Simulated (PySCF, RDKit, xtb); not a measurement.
# Solving CHSSi+, step by step, part 2 of 2

Task: start from the formula CHSSi+ (charge +1), draw up candidate structures, narrow them down in stages, and characterise the one that lies lowest at 298.15 K.

xtb, Ansatz and PySCF; isolated molecules. The steps go on from the part before.

## (10) c282a at CCSD(T)/def2-TZVP

geometry.xyz

```xyz
4
CHSSi
C     -0.733484    -1.239058     2.181527
S      0.464131    -1.860274     2.852624
Si    -2.040550    -0.320843     1.107050
H     -3.093024    -0.855920     2.068882
```

job.py

```python
from pyscf import gto, scf, cc

system = gto.Mole()
system.atom = 'geometry.xyz'
system.charge = 1
system.verbose = 3
system.max_memory = 3720
system.spin = 0
system.basis = 'def2-tzvp'
system.build()

mf = scf.RHF(system)
mf.max_cycle = 100
mf.conv_tol = 1e-09
mf.kernel()
if not mf.converged:
    mf = mf.newton().run(mf.mo_coeff, mf.mo_occ)

mycc = cc.CCSD(mf, frozen=11)
mycc.kernel()
e_t = mycc.ccsd_t()
e_final = mycc.e_tot + e_t
print('E = %.10f Eh' % e_final)
```

Launch:

```
$ OMP_NUM_THREADS=2 python job.py
```

The program printed:

```text
converged SCF energy = -724.58079071864
E(CCSD) = -725.00313280889  E_corr = -0.422342090249837
CCSD(T) correction = -0.0263236102355821
E = -725.0294564191 Eh
```

Wall time 18 s (2 threads of Arm Neoverse V2, shared host); peak memory 0.74 GiB.

The reference is strongly spin-contaminated for c282at (⟨S²⟩ 2.35), so the correlated energies there are unreliable.

## (11) The ranking

Energies in kcal/mol from c967; G adds the thermal terms to the CCSD(T)/def2-TZVP energy. The columns left of the relaxed level are at the tight-binding geometries.

```tsv
label	SMILES	spin	r2SCAN-D4/def2-SVP	PBE0-D3(BJ)/def2-SVP	HF/def2-TZVP	MP2/def2-TZVP	CCSD(T)/def2-TZVP	G	share at equilibrium	T1
c967	[CH]1[Si][S]1 ‡	singlet	0.0	0.0	0.0	0.0	0.0	0.0	100.0 %	0.019
c282a	[SiH][C][S] ‡	singlet	27.7	30.0	28.9	27.5	26.6	24.3	< 0.1 %	0.020
c282at	[SiH+]=C=S	triplet	37.8	39.7	29.0	55.3	45.4	44.2	< 0.1 %	0.054
```

‡ marks the bonded skeleton alone, with all bonds drawn single: no Lewis structure was assigned that passes a check against the bond lengths.

Lowest found: c967, `[CH]1[Si][S]1` ‡, a singlet. Bond lengths: C1–S2 1.635 Å, C1–Si3 1.883 Å, S2–Si3 2.256 Å, C1–H4 1.100 Å. Angles: C1–S2–Si3 55.1°, S2–C1–Si3 79.4°, C1–Si3–S2 45.4°, S2–C1–H4 127.9°, Si3–C1–H4 152.7°.

```xyz
4

C    -0.9529    0.2092    0.4763
S     0.2280    0.0485    1.5952
Si   -0.1597   -1.4026   -0.0882
H    -1.6956    1.0153    0.3894
```

‡ marks the bonded skeleton alone, with all bonds drawn single: no Lewis structure was assigned that passes a check against the bond lengths.

## (12) Density, orbitals and dipole (PBE0/def2-TZVPD)

input.py

```python
import pyscf.grad
from pyscf import gto, dft

mol = gto.M(
    atom=[
    ('C', (-0.952855, 0.209244, 0.476290)),
    ('S', (0.228006, 0.048492, 1.595228)),
    ('Si', (-0.159667, -1.402566, -0.088231)),
    ('H', (-1.695578, 1.015304, 0.389365)),
],
    charge=1,
    basis='def2-tzvpd',
    spin=0,
    max_memory=3720,
    verbose=3,
)

calc0 = dft.RKS(mol)
calc0.xc = 'pbe0'
calc0 = calc0.density_fit(auxbasis='def2-universal-jkfit')
calc0.conv_tol = 1e-09
calc0.max_cycle = 100
calc0.grids.level = 3
calc0.kernel()
if not calc0.converged:
    calc0 = calc0.newton().run(calc0.mo_coeff, calc0.mo_occ)

e_tot = calc0.e_tot
print('E(%s) = %.9f' % ('PBE0', e_tot))
grad = calc0.Gradients().kernel()
calc0.analyze()
```

Launch:

```
$ OMP_NUM_THREADS=2 python input.py
```

The program printed:

```text
converged SCF energy = -725.771810017452
E(PBE0) = -725.771810017
--------------- DFRKS gradients ---------------
         x                y                z
0 C    -0.0000048787    -0.0016478792    -0.0014437539
1 S     0.0050071487     0.0033734032     0.0083071410
2 Si     0.0004850619    -0.0073576345    -0.0059221869
3 H    -0.0054746693     0.0056100281    -0.0009342987
----------------------------------------------
**** MO energy ****
MO #1   energy= -89.3185720875387  occ= 2
MO #2   energy= -66.5397582444457  occ= 2
MO #3   energy= -10.5393572176067  occ= 2
MO #4   energy= -8.29478558603402  occ= 2
MO #5   energy= -6.23049609343131  occ= 2
MO #6   energy= -6.2275492874428   occ= 2
MO #7   energy= -6.22443994303211  occ= 2
MO #8   energy= -5.61086684100644  occ= 2
MO #9   energy= -3.94681818525346  occ= 2
MO #10  energy= -3.94314930160688  occ= 2
MO #11  energy= -3.93993521065123  occ= 2
MO #12  energy= -1.10549115823649  occ= 2
MO #13  energy= -0.839401058386535 occ= 2
MO #14  energy= -0.761641600874672 occ= 2
MO #15  energy= -0.657374259680836 occ= 2
MO #16  energy= -0.608044654079016 occ= 2
MO #17  energy= -0.530086106264467 occ= 2
MO #18  energy= -0.523339099894376 occ= 2
MO #19  energy= -0.352666881687281 occ= 0
MO #20  energy= -0.294268593445761 occ= 0
MO #21  energy= -0.249311769852167 occ= 0
MO #22  energy= -0.185641724298417 occ= 0
MO #23  energy= -0.138192514440186 occ= 0
MO #24  energy= -0.12986196148411  occ= 0
MO #25  energy= -0.108711122561307 occ= 0
MO #26  energy= -0.100752344301741 occ= 0
MO #27  energy= -0.0871093712166338 occ= 0
MO #28  energy= -0.0697997657574511 occ= 0
MO #29  energy= -0.0690296053628274 occ= 0
MO #30  energy= -0.0580411221260221 occ= 0
MO #31  energy= -0.0498052541931014 occ= 0
MO #32  energy= -0.037129550531762 occ= 0
MO #33  energy= -0.0371158170563052 occ= 0
MO #34  energy= -0.00130643264922764 occ= 0
MO #35  energy= 0.00159739181084636 occ= 0
MO #36  energy= 0.0160678021879906 occ= 0
MO #37  energy= 0.0250657154848788 occ= 0
MO #38  energy= 0.0280919608032298 occ= 0
MO #39  energy= 0.0331144821523935 occ= 0
MO #40  energy= 0.0428302712806324 occ= 0
MO #41  energy= 0.0754770796071715 occ= 0
MO #42  energy= 0.0823400393264771 occ= 0
MO #43  energy= 0.106961558611448  occ= 0
MO #44  energy= 0.116903835138492  occ= 0
MO #45  energy= 0.122494474285544  occ= 0
MO #46  energy= 0.125208729603057  occ= 0
MO #47  energy= 0.134495612982417  occ= 0
MO #48  energy= 0.141475209100066  occ= 0
MO #49  energy= 0.157408218241512  occ= 0
MO #50  energy= 0.169692264659588  occ= 0
MO #51  energy= 0.176132762560831  occ= 0
MO #52  energy= 0.193470941585937  occ= 0
MO #53  energy= 0.219605288271815  occ= 0
MO #54  energy= 0.24313013295415   occ= 0
MO #55  energy= 0.254354790713327  occ= 0
MO #56  energy= 0.273025930445243  occ= 0
MO #57  energy= 0.279834553859511  occ= 0
MO #58  energy= 0.300269386959832  occ= 0
MO #59  energy= 0.305511817270174  occ= 0
MO #60  energy= 0.312548741481694  occ= 0
MO #61  energy= 0.326246029478617  occ= 0
MO #62  energy= 0.347832503540808  occ= 0
MO #63  energy= 0.36248389887185   occ= 0
MO #64  energy= 0.381536004183288  occ= 0
MO #65  energy= 0.440319943178807  occ= 0
MO #66  energy= 0.4485555407803    occ= 0
MO #67  energy= 0.467950948339063  occ= 0
MO #68  energy= 0.516043521366296  occ= 0
MO #69  energy= 0.539933699116241  occ= 0
MO #70  energy= 0.557134494770766  occ= 0
MO #71  energy= 0.605696762283138  occ= 0
MO #72  energy= 0.726020730736269  occ= 0
MO #73  energy= 0.73694850117489   occ= 0
MO #74  energy= 0.796366178803773  occ= 0
MO #75  energy= 0.818160680110757  occ= 0
MO #76  energy= 0.825672503394225  occ= 0
MO #77  energy= 0.830489298826391  occ= 0
MO #78  energy= 0.84377280452193   occ= 0
MO #79  energy= 0.87690468567551   occ= 0
MO #80  energy= 0.896956322015921  occ= 0
MO #81  energy= 0.934302216453938  occ= 0
MO #82  energy= 0.9431753606843    occ= 0
MO #83  energy= 0.972750828599832  occ= 0
MO #84  energy= 1.00334631128914   occ= 0
MO #85  energy= 1.02999627419564   occ= 0
MO #86  energy= 1.05482507039141   occ= 0
MO #87  energy= 1.1597386922523    occ= 0
MO #88  energy= 1.16849676093076   occ= 0
MO #89  energy= 1.23112453322777   occ= 0
MO #90  energy= 1.33994100892223   occ= 0
MO #91  energy= 1.3472979617141    occ= 0
MO #92  energy= 1.36956353023042   occ= 0
MO #93  energy= 1.38863300412964   occ= 0
MO #94  energy= 1.40597917067182   occ= 0
MO #95  energy= 1.42728416510254   occ= 0
MO #96  energy= 1.44619003404003   occ= 0
MO #97  energy= 1.45223524243477   occ= 0
MO #98  energy= 1.4727544221207    occ= 0
MO #99  energy= 1.56104068488546   occ= 0
MO #100 energy= 1.5861291603652    occ= 0
MO #101 energy= 1.65237674138618   occ= 0
MO #102 energy= 1.67084807993517   occ= 0
MO #103 energy= 1.6738366558418    occ= 0
MO #104 energy= 1.76034351941093   occ= 0
MO #105 energy= 1.79946995405685   occ= 0
MO #106 energy= 1.82439418432183   occ= 0
MO #107 energy= 1.91378152645129   occ= 0
MO #108 energy= 1.94196520220665   occ= 0
MO #109 energy= 2.00299889492523   occ= 0
MO #110 energy= 2.19108277743002   occ= 0
MO #111 energy= 2.21377949328087   occ= 0
MO #112 energy= 2.40630923422644   occ= 0
MO #113 energy= 2.43843508116251   occ= 0
MO #114 energy= 2.64957784742406   occ= 0
MO #115 energy= 2.68062075686389   occ= 0
MO #116 energy= 2.81953125239334   occ= 0
MO #117 energy= 2.88068279352146   occ= 0
MO #118 energy= 2.90173243941501   occ= 0
MO #119 energy= 3.01693813188447   occ= 0
MO #120 energy= 3.0799167069512    occ= 0
MO #121 energy= 3.1990137260039    occ= 0
MO #122 energy= 3.21742737842243   occ= 0
MO #123 energy= 3.3419356014862    occ= 0
MO #124 energy= 3.36418909126454   occ= 0
MO #125 energy= 3.53139116489      occ= 0
MO #126 energy= 4.14412412033205   occ= 0
MO #127 energy= 5.86387824328222   occ= 0
MO #128 energy= 6.02206882761212   occ= 0
MO #129 energy= 6.33273829976243   occ= 0
MO #130 energy= 8.73238963209514   occ= 0
MO #131 energy= 8.88648634468464   occ= 0
MO #132 energy= 9.19389942741821   occ= 0
MO #133 energy= 10.266234988662    occ= 0
MO #134 energy= 19.7827567784213   occ= 0
MO #135 energy= 22.0088905453961   occ= 0
 ** Mulliken atomic charges  **
charge of    0C =     -0.29148
charge of    1S =      0.41006
charge of    2Si =      0.67116
charge of    3H =      0.21026

WARN: System has nonzero charge 1; the dipole moment is origin-dependent.
Location of origin: [0. 0. 0.]

Dipole moment(X, Y, Z, Debye): -1.66832, -2.25184,  2.53973
```

Run time: 6.9 s. Hardware: 2 threads of Arm Neoverse V2, shared host; peak memory 1.1 GiB.

## (13) Electronic excitations (TD-B3LYP/def2-SVPD)

An in-house driver calls PySCF's response routines at TD-B3LYP/def2-SVPD; it has no typed input.

The program printed:

```text
coarse grid: 4960 points
cycle   1  E = -725.7421596270  dE =  5.723e-01  |g| = 1.834e-01  |ddm| = 2.476e+00
cycle   2  E = -725.7496105051  dE = -7.451e-03  |g| = 1.426e-01  |ddm| = 8.510e-01
cycle   3  E = -725.7564041182  dE = -6.794e-03  |g| = 5.809e-02  |ddm| = 3.659e-01
cycle   4  E = -725.7573746459  dE = -9.705e-04  |g| = 2.642e-02  |ddm| = 1.097e-01
cycle   5  E = -725.7575573274  dE = -1.827e-04  |g| = 1.130e-02  |ddm| = 4.140e-02
cycle   6  E = -725.7575948127  dE = -3.749e-05  |g| = 1.798e-03  |ddm| = 1.252e-02
cycle   7  E = -725.7575958482  dE = -1.036e-06  |g| = 2.295e-04  |ddm| = 3.584e-03
final grid: 40256 points
cycle   8  E = -725.8369918042  dE = -4.537e-06  |g| = 1.740e-03  |ddm| = 1.697e-02
cycle   9  E = -725.8369885714  dE =  3.233e-06  |g| = 3.734e-03  |ddm| = 5.309e-03
cycle  10  E = -725.8369925995  dE = -4.028e-06  |g| = 3.061e-04  |ddm| = 4.020e-03
cycle  11  E = -725.8369926316  dE = -3.204e-08  |g| = 9.819e-05  |ddm| = 6.274e-04
cycle  12  E = -725.8369926351  dE = -3.558e-09  |g| = 2.093e-05  |ddm| = 1.793e-04
cycle  13  E = -725.8369926353  dE = -1.558e-10  |g| = 5.389e-06  |ddm| = 3.825e-05
converged SCF energy = -725.8369926353

Static polarisability (au): isotropic 46.599, principal 34.678 45.405 59.714

Singlet excitations
state   eV       nm        f      main configurations
  1   2.8992    427.6   0.00064   H->L 0.89, H-1->L 0.10
  2   3.2069    386.6   0.00186   H-1->L 0.88, H->L 0.10
  3   4.5301    273.7   0.00381   H->L+1 0.76, H-1->L+1 0.22
  4   5.2083    238.1   0.04280   H-1->L+1 0.75, H->L+1 0.21
  5   5.8616    211.5   0.00643   H-2->L 0.65, H-1->L+2 0.29
  6   6.1937    200.2   0.00475   H->L+2 0.88
  7   6.4766    191.4   0.00108   H-3->L 0.97
  8   7.3695    168.2   0.02570   H-2->L+1 0.75, H->L+3 0.12

Triplet excitations (Tamm-Dancoff, eV): 2.2664 2.6098 3.6510
```

It took 2.3 s on 2 threads of Arm Neoverse V2, shared host; peak memory 0.26 GiB.

The roots found:

```tsv
excited state	energy (eV)	strength
1	2.899	0.0006
2	3.207	0.0019
3	4.530	0.0038
4	5.208	0.0428
5	5.862	0.0064
6	6.194	0.0047
7	6.477	0.0011
8	7.370	0.0257
```

## (14) NMR shieldings (GIAO PBE0/pcSseg-1)

An in-house driver calls PySCF's response routines at GIAO PBE0/pcSseg-1; it has no typed input.

The program printed:

```text
coarse grid: 4960 points
cycle   1  E = -725.6578546800  dE =  6.008e-01  |g| = 2.081e-01  |ddm| = 2.120e+00
cycle   2  E = -725.6648642123  dE = -7.010e-03  |g| = 1.784e-01  |ddm| = 7.186e-01
cycle   3  E = -725.6717527485  dE = -6.889e-03  |g| = 9.622e-02  |ddm| = 2.756e-01
cycle   4  E = -725.6742173851  dE = -2.465e-03  |g| = 2.480e-02  |ddm| = 1.104e-01
cycle   5  E = -725.6743780485  dE = -1.607e-04  |g| = 6.957e-03  |ddm| = 2.702e-02
cycle   6  E = -725.6743920842  dE = -1.404e-05  |g| = 1.930e-03  |ddm| = 9.337e-03
cycle   7  E = -725.6743932857  dE = -1.202e-06  |g| = 3.430e-04  |ddm| = 2.876e-03
final grid: 40256 points
cycle   8  E = -725.6938446400  dE =  2.675e-06  |g| = 7.465e-03  |ddm| = 1.461e-02
cycle   9  E = -725.6937876619  dE =  5.698e-05  |g| = 1.578e-02  |ddm| = 1.992e-02
cycle  10  E = -725.6938593639  dE = -7.170e-05  |g| = 6.259e-04  |ddm| = 1.447e-02
cycle  11  E = -725.6938594715  dE = -1.075e-07  |g| = 1.316e-04  |ddm| = 6.895e-04
cycle  12  E = -725.6938594767  dE = -5.248e-09  |g| = 3.551e-05  |ddm| = 1.938e-04
cycle  13  E = -725.6938594772  dE = -4.586e-10  |g| = 5.775e-06  |ddm| = 5.031e-05
converged SCF energy = -725.6938594772

GIAO shielding tensors (ppm)
atom      isotropic    diamagn.    paramagn.     s11        s22        s33       span
  0 C     -181.448     263.961    -445.409   -498.490   -229.471    183.617    682.107
  1 S     -638.698    1054.683   -1693.381  -2201.655   -855.327   1140.887   3342.542
  2 Si     250.268     872.195    -621.927   -186.076     99.208    837.673   1023.749
  3 H       12.318      27.956     -15.637     -6.418     19.894     23.479     29.897
```

It took 1.9 s on 2 threads of Arm Neoverse V2, shared host; peak memory 0.24 GiB.

Isotropic shieldings (absolute, not shifts):

```tsv
atoms	shielding (ppm)
C1	-181.4
S2	-638.7
Si3	250.3
H4	12.32
```

## (15) One electron fewer at the same geometry (PBE0/def2-TZVPD)

calc.py

```python
from pyscf import gto, dft

mol = gto.M(
    atom=[
    ('C', (-0.952855, 0.209244, 0.476290)),
    ('S', (0.228006, 0.048492, 1.595228)),
    ('Si', (-0.159667, -1.402566, -0.088231)),
    ('H', (-1.695578, 1.015304, 0.389365)),
],
    max_memory=3720,
    spin=1,
    basis='def2-tzvpd',
    verbose=3,
    charge=2,
)

mf = dft.UKS(mol, xc='pbe0')
mf = mf.density_fit(auxbasis='def2-universal-jkfit')
mf.conv_tol = 1e-09
mf.max_cycle = 100
mf.grids.level = 3
mf.kernel()
if not mf.converged:
    mf = mf.newton().run(mf.mo_coeff, mf.mo_occ)
for _ in range(3):
    mo, _, stable, _ = mf.stability(return_status=True)
    if stable:
        break
    mf.kernel(mf.make_rdm1(mo, mf.mo_occ))

e_tot = mf.e_tot
print('Final energy', e_tot)
```

Launch:

```
$ OMP_NUM_THREADS=2 python calc.py
```

The program printed:

```text
WARN: HOMO -0.280041580860392 >= LUMO -0.280041580860392

converged SCF energy = -725.162851417323  <S^2> = 0.7682425  2S+1 = 2.0181601
<class 'pyscf.df.df_jk.DFUKS'> wavefunction is stable in the internal stability analysis
Final energy -725.1628514173226
```

It took 71 s on 2 threads of Arm Neoverse V2, shared host; peak memory 0.53 GiB.

## (16) One electron more at the same geometry (PBE0/def2-TZVPD)

input.py

```python
from pyscf import gto, dft

mol = gto.M(
    atom=[
    ('C', (-0.952855, 0.209244, 0.476290)),
    ('S', (0.228006, 0.048492, 1.595228)),
    ('Si', (-0.159667, -1.402566, -0.088231)),
    ('H', (-1.695578, 1.015304, 0.389365)),
],
    verbose=3,
    max_memory=3720,
    basis='def2-tzvpd',
    spin=1,
)

mf = dft.UKS(mol, xc='pbe0')
mf = mf.density_fit(auxbasis='def2-universal-jkfit')
mf.grids.level = 3
mf.conv_tol = 1e-09
mf.max_cycle = 100
mf.kernel()
if not mf.converged:
    mf = mf.newton().run(mf.mo_coeff, mf.mo_occ)
for _ in range(3):
    mo, _, stable, _ = mf.stability(return_status=True)
    if stable:
        break
    mf.kernel(mf.make_rdm1(mo, mf.mo_occ))

energy = mf.e_tot
print('E = %.10f Eh' % energy)
```

Launch:

```
$ OMP_NUM_THREADS=2 python input.py
```

The program printed:

```text
WARN: HOMO -0.169474898738663 >= LUMO -0.169474898738663

converged SCF energy = -726.04509708818  <S^2> = 0.75548065  2S+1 = 2.0054732
<class 'pyscf.df.df_jk.DFUKS'> wavefunction is stable in the internal stability analysis
E = -726.0450970882 Eh
```

Run time: 79 s. Hardware: 2 threads of Arm Neoverse V2, shared host; peak memory 0.53 GiB.

## (17) The triplet at the same geometry (PBE0/def2-TZVPD)

job.py

```python
from pyscf import gto, dft

mol = gto.Mole()
mol.atom = [
    ('C', (-0.952855, 0.209244, 0.476290)),
    ('S', (0.228006, 0.048492, 1.595228)),
    ('Si', (-0.159667, -1.402566, -0.088231)),
    ('H', (-1.695578, 1.015304, 0.389365)),
]
mol.verbose = 3
mol.spin = 2
mol.charge = 1
mol.basis = 'def2-tzvpd'
mol.max_memory = 3720
mol.build()

myscf = dft.UKS(mol, xc='pbe0')
myscf = myscf.density_fit(auxbasis='def2-universal-jkfit')
myscf.conv_tol = 1e-09
myscf.grids.level = 3
myscf.max_cycle = 100
myscf.kernel()
if not myscf.converged:
    myscf = myscf.newton().run(myscf.mo_coeff, myscf.mo_occ)
for _ in range(3):
    mo, _, stable, _ = myscf.stability(return_status=True)
    if stable:
        break
    myscf.kernel(myscf.make_rdm1(mo, myscf.mo_occ))

e_tot = myscf.e_tot
print('E = %.10f Eh' % e_tot)
```

Launch:

```
$ OMP_NUM_THREADS=2 python job.py
```

The program printed:

```text
WARN: HOMO -0.169474898738663 >= LUMO -0.280041580860392

WARN: HOMO -0.430366347876589 >= LUMO -0.48156551383958

WARN: HOMO -0.450612298880195 >= LUMO -0.46605165069985

WARN: HOMO -0.43454112876006 >= LUMO -0.43928229385449

converged SCF energy = -725.690520392748  <S^2> = 2.0160123  2S+1 = 3.0106559
<class 'pyscf.df.df_jk.DFUKS'> wavefunction is stable in the internal stability analysis
E = -725.6905203927 Eh
```

Run time: 68 s. Hardware: 2 threads of Arm Neoverse V2, shared host; peak memory 0.53 GiB.

## (18) Stability of the closed-shell solution (PBE0/def2-SVP)

input.py

```python
from pyscf import gto, dft

mol = gto.M(
    atom=[
    ('C', (-0.952855, 0.209244, 0.476290)),
    ('S', (0.228006, 0.048492, 1.595228)),
    ('Si', (-0.159667, -1.402566, -0.088231)),
    ('H', (-1.695578, 1.015304, 0.389365)),
],
    verbose=3,
    charge=1,
    max_memory=3720,
    basis='def2-svp',
)

myscf = dft.RKS(mol)
myscf.xc = 'pbe0'
myscf = myscf.density_fit(auxbasis='def2-universal-jkfit')
myscf.grids.level = 3
myscf.max_cycle = 100
myscf.kernel()
if not myscf.converged:
    myscf = myscf.newton().run(myscf.mo_coeff, myscf.mo_occ)

energy = myscf.e_tot
print('Final energy', energy)
mo_i, mo_e, stable_i, stable_e = myscf.stability(internal=True, external=True, return_status=True)
print('stable: internal', stable_i, 'external', stable_e)
```

Launch:

```
$ OMP_NUM_THREADS=2 python input.py
```

The program printed:

```text
converged SCF energy = -725.485039550827
Final energy -725.485039550827
<class 'pyscf.df.df_jk.DFRKS'> wavefunction is stable in the internal stability analysis
<class 'pyscf.df.df_jk.DFRKS'> wavefunction is stable in the real -> complex stability analysis
<class 'pyscf.df.df_jk.DFRKS'> wavefunction is stable in the RHF/RKS -> UHF/UKS stability analysis
stable: internal True external True
```

Run time: 11 s. Hardware: 2 threads of Arm Neoverse V2, shared host; peak memory 0.33 GiB.

## (19) Outcome

What follows sums up all 2 parts.

```
                                           quantity                                                                                                                value
                             lowest structure found                                                                                             [CH]1[Si][S]1 ‡, singlet
                                      next finalist                                                                    [SiH][C][S] ‡, singlet, 24.3 kcal/mol higher in G
          share at equilibrium, among the finalists                                                                                                              100.0 %
                                             funnel  13 starts, 6 minima at GFN2-xTB from these starts (9 with those found later), 7 screening runs, 3 relaxed, 3 ranked
                               CPU time of all runs                                                                                                               20 min
             lowest excitation (TD-B3LYP/def2-SVPD)                                                                                                  2.90 eV (f = 0.001)
       strongest of the states computed, same level                                                                                                  5.21 eV (f = 0.043)
lowest triplet excitation, same level, Tamm-Dancoff                                                                                                              2.27 eV
```

**Reading.** The search ends on `[CH]1[Si][S]1` ‡. Among the finalists first place is clear (24.3 kcal/mol); structures outside the list aren't covered. r2SCAN-D4/def2-SVP, PBE0-D3(BJ)/def2-SVP, HF/def2-TZVP and MP2/def2-TZVP already put its bonding pattern lowest among the structures in one piece. The largest share of the time went into the properties (29 % of the CPU time that the search's summary counts). A large T1 diagnostic among the finalists warns that one reference determinant may not suffice. It concerns: the finalist [SiH][C][S] ‡ (singlet); the finalist [SiH+]=C=S (triplet). Lowest found is not proven lowest: the search is finite, and each finalist counts with one conformer.

‡ marks the bonded skeleton alone, with all bonds drawn single: no Lewis structure was assigned that passes a check against the bond lengths.
